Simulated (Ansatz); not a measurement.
`F/[C]=C\F` radical, relaxed with UKS PBE-D4/def2-SVP in Ansatz 0.2.0 from a rough embedded geometry. The force threshold is 0.03 eV/Å; the program also tests the step.

Total charge 0; spin multiplicity 2.

Start:

```xyz
5

F    -1.250   -1.460    0.816
C    -0.466   -0.553    0.306
C     0.281    0.319   -0.231
F     1.311    0.934    0.348
H     0.123    0.759   -1.239
```

Task: How much energy does the relaxation release, and in how many steps? (Estimate.)

Result: The calculation gave: 0.70 eV, in 13 steps, 2 of them rejected.

Task: Which bonds change most? (Estimate.)

Result: Computed: C2–C3 from 1.267 to 1.335 Å; C3–F4 from 1.332 to 1.352 Å; C3–H5 from 1.112 to 1.100 Å; F1–C2 from 1.303 to 1.308 Å.

Task: Give the relaxed structure. (Estimate.)

Result: Ansatz gave: 
```xyz
5

F    -0.903   -1.306    1.066
C    -0.707   -0.588   -0.009
C     0.208    0.335   -0.311
F     1.185    0.718    0.541
H     0.216    0.842   -1.287
```
